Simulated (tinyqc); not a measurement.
Inside a calculation. Method: geometry optimisation on the unrestricted B3LYP (VWN-RPA form)/sto-3g surface (energies and gradients from PySCF), for OH+, spin multiplicity 3. Computed by tinyqc, a small Python program that keeps every step (integrals from PySCF). Settings: charge = 1, multiplicity = 3, basis = sto-3g, functional = b3lyp, optimiser = bfgs, first Hessian = 1.0, largest step = 0.5, iteration cap = 30. Command: `OMP_NUM_THREADS=1 python tinyqc.py 29141 29142 out.jsonl` (the two numbers bound the seeds that draw the settings). One thread of a shared host (Intel(R) Xeon(R) Processor @ 2.60GHz), about 2 s of CPU time with the checks.

## Step 1: energy and gradient

positions at the start (bohr):
```
,x,y,z
1O,0.0000,0.0000,0.0000
2H,0.0000,0.0000,1.8009
```

Self-consistent energy and analytic gradient at these positions.

energy = -74.266959 hartree

gradient (hartree/bohr):
```
,x,y,z
1O,0.000000,0.000000,0.177340
2H,0.000000,0.000000,-0.177342
```

## Step 1: move

Quasi-Newton step p = -H^(-1) g (first H = 1 times the unit matrix); steps longer than 0.5 bohr are cut back.

positions after step 1 (bohr):
```
,x,y,z
1O,0.0000,0.0000,-0.1773
2H,0.0000,0.0000,1.9783
```

## Step 2: energy and gradient

As before.

energy = -74.290317 hartree

gradient (hartree/bohr):
```
,x,y,z
1O,0.000000,0.000000,-0.012571
2H,0.000000,0.000000,0.012571
```

## Step 2: move

inverse Hessian in use (bohr^2/hartree):
```
,1,2,3,4,5,6
1,1.0000,0.0000,0.0000,0.0000,0.0000,0.0000
2,0.0000,1.0000,0.0000,0.0000,0.0000,0.0000
3,0.0000,0.0000,0.9669,0.0000,0.0000,0.0331
4,0.0000,0.0000,0.0000,1.0000,0.0000,0.0000
5,0.0000,0.0000,0.0000,0.0000,1.0000,0.0000
6,0.0000,0.0000,0.0331,0.0000,0.0000,0.9669
```

Quasi-Newton step p = -H^(-1) g (the inverse Hessian comes from BFGS updates; coordinates in the order x, y, z of each atom); steps longer than 0.5 bohr are cut back.

positions after step 2 (bohr):
```
,x,y,z
1O,0.0000,0.0000,-0.1656
2H,0.0000,0.0000,1.9665
```

## Step 3: energy and gradient

As before.

energy = -74.290529 hartree

gradient (hartree/bohr):
```
,x,y,z
1O,0.000000,0.000000,-0.005363
2H,0.000000,0.000000,0.005363
```

## Step 3: move

inverse Hessian in use (bohr^2/hartree):
```
,1,2,3,4,5,6
1,1.0000,0.0000,0.0000,0.0000,0.0000,0.0000
2,0.0000,1.0000,0.0000,0.0000,0.0000,0.0000
3,0.0000,0.0000,1.3143,0.0000,0.0000,-0.3143
4,0.0000,0.0000,0.0000,1.0000,0.0000,0.0000
5,0.0000,0.0000,0.0000,0.0000,1.0000,0.0000
6,0.0000,0.0000,-0.3143,0.0000,0.0000,1.3143
```

As before.

positions after step 3 (bohr):
```
,x,y,z
1O,0.0000,0.0000,-0.1569
2H,0.0000,0.0000,1.9578
```

## Convergence

Stop when the largest gradient component is below 3e-5 hartree/bohr. The inverse Hessian follows the BFGS update with s = step, y = change of gradient.

Course of the optimisation:
```
step,E (hartree),largest gradient (hartree/bohr)
1,-74.266959,1.77e-01
2,-74.290317,1.26e-02
3,-74.290529,5.36e-03
4,-74.290573,3.66e-04
5,-74.290573,9.68e-06
```

Final distances (angstrom):
```
pair,distance
2H-1O,1.1196
```

Converged in 5 steps.
